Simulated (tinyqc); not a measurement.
Worked calculation (part 2 of 2): UHF in the sto-3g basis, for CH2, spin multiplicity 3. Computed by tinyqc, a small Python program that keeps every step (integrals from PySCF). Command: `OMP_NUM_THREADS=1 python tinyqc.py 25650 25651 out.jsonl` (the two numbers bound the seeds that draw the settings). One thread of a shared host (Intel(R) Xeon(R) Processor @ 2.60GHz), about 0.2 s of CPU time with the checks.

Geometry (angstrom):
```
atom         x          y         z
C     0.000000   0.000000  0.000000
H     0.000000   1.083000  0.575000
H     0.000000  -1.083000  0.575000
```

## Iteration 2: DIIS over 2 matrices

error matrix X^T (FDS - SDF) X (alpha):
```
           1         2          3         4          5          6          7
1   0.000000  0.000000  -0.093002  0.000000   0.078545   0.000000  -0.052999
2   0.000000  0.000000   0.000000  0.000000   0.000000  -0.022462   0.000000
3   0.093002  0.000000   0.000000  0.000000   0.009806   0.000000  -0.215148
4   0.000000  0.000000   0.000000  0.000000   0.000000   0.000000   0.000000
5  -0.078545  0.000000  -0.009806  0.000000   0.000000   0.000000   0.188292
6   0.000000  0.022462   0.000000  0.000000   0.000000   0.000000   0.000000
7   0.052999  0.000000   0.215148  0.000000  -0.188292   0.000000   0.000000
```

B (overlaps of the stored error matrices):
```
               1              2
1  1.0194168e+00  5.1276458e-01
2  5.1276458e-01  2.6453305e-01
```

Minimise |sum c_i e_i|^2 with sum c_i = 1: solve [B -1; -1 0][c; lambda] = [0; -1] with B_ij = tr e_i^T e_j summed over both spins, and take F = sum c_i F_i.

DIIS coefficients: -0.960572  1.960572

extrapolated F(alpha) (hartree), lower triangle:
```
             1C 1s      1C 2s     1C 2px     1C 2py     1C 2pz      2H 1s      3H 1s
1C 1s   -10.988276
1C 2s    -2.971434  -1.546969
1C 2px    0.000000   0.000000  -0.338708
1C 2py    0.000000   0.000000   0.000000  -0.202293
1C 2pz   -0.007537   0.014697   0.000000   0.000000  -0.234889
2H 1s    -0.556726  -0.611095   0.000000  -0.357331  -0.221395  -0.402896
3H 1s    -0.556726  -0.611095   0.000000   0.357331  -0.221395  -0.139656  -0.402896
```

extrapolated F(beta) (hartree), lower triangle:
```
             1C 1s      1C 2s    1C 2px     1C 2py     1C 2pz      2H 1s      3H 1s
1C 1s   -10.902777
1C 2s    -2.919661  -1.240072
1C 2px    0.000000   0.000000  0.371797
1C 2py    0.000000   0.000000  0.000000  -0.111124
1C 2pz   -0.008761  -0.166008  0.000000   0.000000   0.305830
2H 1s    -0.542102  -0.561427  0.000000  -0.335723  -0.133082  -0.317025
3H 1s    -0.542102  -0.561427  0.000000   0.335723  -0.133082  -0.104103  -0.317025
```

## Iteration 2: diagonalisation and new density

X:
```
                1          2          3         4          5          6         7
1C 1s   -0.332862   0.000000   0.761377  0.000000  -0.588576   0.000000  0.200745
1C 2s    1.119746   0.000000  -0.287618  0.000000  -0.258002   0.000000  0.472922
1C 2px   0.000000   0.000000   0.000000  1.000000   0.000000   0.000000  0.000000
1C 2py   0.000000   1.028904   0.000000  0.000000   0.000000   0.606143  0.000000
1C 2pz   0.465833   0.000000   0.631491  0.000000   0.680721   0.000000  0.191557
2H 1s   -0.750649  -0.793214  -0.187386  0.000000   0.149284   0.393124  0.367659
3H 1s   -0.750649   0.793214  -0.187386  0.000000   0.149284  -0.393124  0.367659
```

D(alpha) after iteration 1, lower triangle:
```
            1C 1s      1C 2s    1C 2px     1C 2py    1C 2pz      2H 1s     3H 1s
1C 1s    1.198034
1C 2s   -0.273026   1.115847
1C 2px   0.000000   0.000000  0.705805
1C 2py   0.000000   0.000000  0.000000   0.314459
1C 2pz   0.037225  -0.190579  0.000000   0.000000  0.485917
2H 1s   -0.014871   0.021072  0.000000   0.135237  0.142908   0.487479
3H 1s   -0.014871   0.021072  0.000000  -0.135237  0.142908  -0.016770  0.487479
```

D(beta) after iteration 1, lower triangle:
```
            1C 1s     1C 2s    1C 2px     1C 2py    1C 2pz      2H 1s     3H 1s
1C 1s    0.920334
1C 2s   -0.165892  0.675333
1C 2px   0.000000  0.000000  0.123483
1C 2py   0.000000  0.000000  0.000000   0.232150
1C 2pz  -0.004041  0.017816  0.000000   0.000000  0.122076
2H 1s   -0.038181  0.111243  0.000000   0.127398  0.012529   0.323579
3H 1s   -0.038181  0.111243  0.000000  -0.127398  0.012529  -0.076045  0.323579
```

overlap S, lower triangle:
```
           1C 1s     1C 2s    1C 2px     1C 2py    1C 2pz     2H 1s     3H 1s
1C 1s   1.000000
1C 2s   0.248362  1.000000
1C 2px  0.000000  0.000000  1.000000
1C 2py  0.000000  0.000000  0.000000   1.000000
1C 2pz  0.000000  0.000000  0.000000   0.000000  1.000000
2H 1s   0.045383  0.415419  0.000000   0.368652  0.195730  1.000000
3H 1s   0.045383  0.415419  0.000000  -0.368652  0.195730  0.090220  1.000000
```

Diagonalise F' = X^T F X, C = X C', fill 5 alpha and 3 beta electrons from the bottom; D(s) = C_occ C_occ^T; the new density keeps 0.5 of the old one (damping). Each column has its largest component positive (the first on a tie).

F' = X^T F X (alpha) (hartree), lower triangle:
```
           1         2          3          4          5          6          7
1   0.221031
2   0.000000  0.621117
3   1.058887  0.000000  -5.050000
4   0.000000  0.000000   0.000000  -0.338708
5  -0.624515  0.000000   4.571809   0.000000  -4.744320
6   0.000000  0.092550   0.000000   0.000000   0.000000  -0.496282
7   0.222145  0.000000  -2.438712   0.000000   2.495436   0.000000  -2.157947
```

orbital energies (alpha) (hartree): MO1 -10.994941, MO2 -0.855388, MO3 -0.503896, MO4 -0.366065, MO5 -0.338708, MO6 0.485158, MO7 0.628731

coefficients C (alpha):
```
              MO1        MO2        MO3        MO4       MO5        MO6        MO7
1C 1s    0.992707  -0.243032   0.000000   0.093421  0.000000  -0.154766   0.000000
1C 2s    0.030239   0.812827   0.000000  -0.466285  0.000000   0.864725   0.000000
1C 2px   0.000000   0.000000   0.000000   0.000000  1.000000   0.000000   0.000000
1C 2py   0.000000   0.000000   0.519744   0.000000  0.000000   0.000000   1.075137
1C 2pz   0.002776   0.014731   0.000000   0.786515  0.000000   0.705001   0.000000
2H 1s   -0.005913   0.212324   0.456835   0.319258  0.000000  -0.780387  -0.758312
3H 1s   -0.005913   0.212324  -0.456835   0.319258  0.000000  -0.780387   0.758312
```

F' = X^T F X (beta) (hartree), lower triangle:
```
           1         2          3         4          5          6          7
1   0.366845
2   0.000000  0.710412
3   0.963522  0.000000  -4.748543
4   0.000000  0.000000   0.000000  0.371797
5  -0.727917  0.000000   4.846358  0.000000  -4.335018
6   0.000000  0.114729   0.000000  0.000000   0.000000  -0.426638
7   0.287557  0.000000  -2.424954  0.000000   2.506754   0.000000  -1.992460
```

orbital energies (beta) (hartree): MO1 -10.907843, MO2 -0.657742, MO3 -0.438098, MO4 0.270425, MO5 0.371797, MO6 0.585984, MO7 0.721873

coefficients C (beta):
```
              MO1        MO2        MO3        MO4       MO5        MO6        MO7
1C 1s    0.993744  -0.213625   0.000000  -0.152389  0.000000  -0.144310   0.000000
1C 2s    0.026265   0.683177   0.000000   0.712401  0.000000   0.807365   0.000000
1C 2px   0.000000   0.000000   0.000000   0.000000  1.000000   0.000000   0.000000
1C 2py   0.000000   0.000000   0.500870   0.000000  0.000000   0.000000   1.084058
1C 2pz   0.003151   0.118437   0.000000  -0.670807  0.000000   0.807365   0.000000
2H 1s   -0.005562   0.297235   0.470022  -0.378144  0.000000  -0.724343  -0.750210
3H 1s   -0.005562   0.297235  -0.470022  -0.378144  0.000000  -0.724343   0.750210
```

D(alpha) after iteration 2, lower triangle:
```
            1C 1s      1C 2s    1C 2px     1C 2py    1C 2pz      2H 1s     3H 1s
1C 1s    1.125647
1C 2s   -0.242056   0.997436
1C 2px   0.000000   0.000000  0.852903
1C 2py   0.000000   0.000000  0.000000   0.292297
1C 2pz   0.054939  -0.272630  0.000000   0.000000  0.552374
2H 1s   -0.021258   0.022305  0.000000   0.186337  0.198561   0.421610
3H 1s   -0.021258   0.022305  0.000000  -0.186337  0.198561  -0.039213  0.421610
```

D(beta) after iteration 2, lower triangle:
```
            1C 1s     1C 2s    1C 2px     1C 2py    1C 2pz      2H 1s     3H 1s
1C 1s    0.976748
1C 2s   -0.142867  0.571377
1C 2px   0.000000  0.000000  0.061742
1C 2py   0.000000  0.000000  0.000000   0.241510
1C 2pz  -0.013105  0.049406  0.000000   0.000000  0.068057
2H 1s   -0.053603  0.157081  0.000000   0.181409  0.023857   0.316439
3H 1s   -0.053603  0.157081  0.000000  -0.181409  0.023857  -0.104293  0.316439
```

## Iteration 31 (converged): orbitals

converged F(alpha) (hartree), lower triangle:
```
             1C 1s      1C 2s     1C 2px     1C 2py     1C 2pz      2H 1s      3H 1s
1C 1s   -10.984084
1C 2s    -2.977609  -1.556483
1C 2px    0.000000   0.000000  -0.355726
1C 2py    0.000000   0.000000   0.000000  -0.244053
1C 2pz   -0.004804   0.034363   0.000000   0.000000  -0.294908
2H 1s    -0.556905  -0.610063   0.000000  -0.354814  -0.205891  -0.348171
3H 1s    -0.556905  -0.610063   0.000000   0.354814  -0.205891  -0.136781  -0.348171
```

converged F(beta) (hartree), lower triangle:
```
             1C 1s      1C 2s    1C 2px     1C 2py     1C 2pz      2H 1s      3H 1s
1C 1s   -10.927054
1C 2s    -2.924490  -1.161589
1C 2px    0.000000   0.000000  0.388839
1C 2py    0.000000   0.000000  0.000000  -0.091633
1C 2pz   -0.004774  -0.207779  0.000000   0.000000   0.298339
2H 1s    -0.544129  -0.560677  0.000000  -0.341994  -0.170431  -0.369384
3H 1s    -0.544129  -0.560677  0.000000   0.341994  -0.170431  -0.119859  -0.369384
```

Diagonalise F' = X^T F X, C = X C', fill 5 alpha and 3 beta electrons from the bottom; D(s) = C_occ C_occ^T. Each column has its largest component positive (the first on a tie).

F' = X^T F X (alpha) (hartree), lower triangle:
```
           1         2          3          4          5          6          7
1   0.260392
2   0.000000  0.633941
3   1.048037  0.000000  -5.077072
4   0.000000  0.000000   0.000000  -0.355726
5  -0.651174  0.000000   4.532615   0.000000  -4.773513
6   0.000000  0.033784   0.000000   0.000000   0.000000  -0.493200
7   0.188960  0.000000  -2.442708   0.000000   2.510725   0.000000  -2.138903
```

orbital energies (alpha) (hartree): MO1 -10.991173, MO2 -0.854019, MO3 -0.494212, MO4 -0.394925, MO5 -0.355726, MO6 0.511021, MO7 0.634953

coefficients C (alpha):
```
              MO1        MO2        MO3        MO4       MO5        MO6        MO7
1C 1s    0.992463  -0.249373   0.000000   0.068658  0.000000  -0.159148   0.000000
1C 2s    0.031232   0.842316   0.000000  -0.356912  0.000000   0.888210   0.000000
1C 2px   0.000000   0.000000   0.000000   0.000000  1.000000   0.000000   0.000000
1C 2py   0.000000   0.000000   0.575073   0.000000  0.000000   0.000000   1.046587
1C 2pz   0.002589  -0.027589   0.000000   0.833689  0.000000   0.648114   0.000000
2H 1s   -0.006169   0.189977   0.416691   0.275245  0.000000  -0.802594  -0.781091
3H 1s   -0.006169   0.189977  -0.416691   0.275245  0.000000  -0.802594   0.781091
```

F' = X^T F X (beta) (hartree), lower triangle:
```
           1         2          3         4          5          6          7
1   0.390654
2   0.000000  0.705460
3   0.939092  0.000000  -4.723775
4   0.000000  0.000000   0.000000  0.388839
5  -0.736579  0.000000   4.880938  0.000000  -4.349285
6   0.000000  0.150669   0.000000  0.000000   0.000000  -0.436768
7   0.348440  0.000000  -2.457343  0.000000   2.461787   0.000000  -2.013351
```

orbital energies (beta) (hartree): MO1 -10.931959, MO2 -0.653253, MO3 -0.456308, MO4 0.297804, MO5 0.388839, MO6 0.591650, MO7 0.725000

coefficients C (beta):
```
              MO1        MO2        MO3        MO4       MO5        MO6        MO7
1C 1s    0.993886  -0.194318   0.000000  -0.172375  0.000000  -0.148085   0.000000
1C 2s    0.025607   0.591993   0.000000   0.777268  0.000000   0.819462   0.000000
1C 2px   0.000000   0.000000   0.000000   0.000000  1.000000   0.000000   0.000000
1C 2py   0.000000   0.000000   0.468779   0.000000  0.000000   0.000000   1.098316
1C 2pz   0.002725   0.159624   0.000000  -0.652852  0.000000   0.814956   0.000000
2H 1s   -0.005213   0.350251   0.491876  -0.352015  0.000000  -0.713743  -0.736066
3H 1s   -0.005213   0.350251  -0.491876  -0.352015  0.000000  -0.713743   0.736066
```

D(alpha) after iteration 31, lower triangle:
```
            1C 1s      1C 2s    1C 2px     1C 2py    1C 2pz      2H 1s     3H 1s
1C 1s    1.051883
1C 2s   -0.203559   0.837858
1C 2px   0.000000   0.000000  1.000000
1C 2py   0.000000   0.000000  0.000000   0.330709
1C 2pz   0.066689  -0.320711  0.000000   0.000000  0.695805
2H 1s   -0.034600   0.061590  0.000000   0.239628  0.224211   0.285520
3H 1s   -0.034600   0.061590  0.000000  -0.239628  0.224211  -0.061743  0.285520
```

D(beta) after iteration 31, lower triangle:
```
            1C 1s     1C 2s    1C 2px     1C 2py    1C 2pz      2H 1s     3H 1s
1C 1s    1.025569
1C 2s   -0.089584  0.351111
1C 2px   0.000000  0.000000  0.000000
1C 2py   0.000000  0.000000  0.000000   0.219754
1C 2pz  -0.028310  0.094566  0.000000   0.000000  0.025487
2H 1s   -0.073242  0.207213  0.000000   0.230581  0.055894   0.364646
3H 1s   -0.073242  0.207213  0.000000  -0.230581  0.055894  -0.119239  0.364646
```

## Convergence

Stop when the energy changes by less than 1e-09 hartree and every element of the error matrix X^T (F D S - S D F) X (for each spin) is below 9e-06.

Course of the cycle:
```
iteration   E (hartree)     change  largest element of the error matrix
1          -38.45253288          -                             4.36e-01
2          -38.27165505   1.81e-01                             2.15e-01
3          -38.29602909  -2.44e-02                             1.06e-01
4          -38.33916581  -4.31e-02                             5.28e-02
5          -38.36933528  -3.02e-02                             2.67e-02
6          -38.38730549  -1.80e-02                             1.35e-02
7          -38.39726539  -9.96e-03                             6.79e-03
8          -38.40258739  -5.32e-03                             3.40e-03
9          -38.40534009  -2.75e-03                             1.70e-03
10         -38.40673951  -1.40e-03                             8.51e-04
11         -38.40744491  -7.05e-04                             4.25e-04
12         -38.40779903  -3.54e-04                             2.13e-04
13         -38.40797645  -1.77e-04                             1.06e-04
14         -38.40806526  -8.88e-05                             5.32e-05
...                 ...        ...                                  ...
18         -38.40814856  -5.56e-06                             3.33e-06
19         -38.40815134  -2.78e-06                             1.66e-06
20         -38.40815273  -1.39e-06                             8.31e-07
21         -38.40815343  -6.94e-07                             4.16e-07
22         -38.40815377  -3.47e-07                             2.08e-07
23         -38.40815395  -1.74e-07                             1.04e-07
24         -38.40815403  -8.68e-08                             5.20e-08
25         -38.40815408  -4.34e-08                             2.60e-08
26         -38.40815410  -2.17e-08                             1.30e-08
27         -38.40815411  -1.09e-08                             6.49e-09
28         -38.40815411  -5.43e-09                             3.25e-09
29         -38.40815412  -2.71e-09                             1.62e-09
30         -38.40815412  -1.36e-09                             8.12e-10
31         -38.40815412  -6.78e-10                             4.06e-10
```

PySCF UHF in the same basis, after a stability check = -38.40815412 hartree

Converged in 31 iterations.

## Populations, bond orders and dipole

Mulliken: Z minus the diagonal of D S on the atom; Loewdin: the same with S^(1/2) D S^(1/2); Mayer order: 2 sum_s sum (D(s) S)_ij (D(s) S)_ji over the two atoms.

Charges (e):
```
atom   Mulliken    Loewdin  Mulliken spin
1C    -0.062444  -0.028351       2.192798
2H     0.031222   0.014175      -0.096399
3H     0.031222   0.014175      -0.096399
```

Mayer bond orders:
```
pair     order
2-1   0.971307
3-1   0.971307
3-2   0.018426
```

dipole moment about the origin, x y z (debye): 0.000000  0.000000  0.211362

<S^2> of the determinant (pure state: 2) = 2.021333
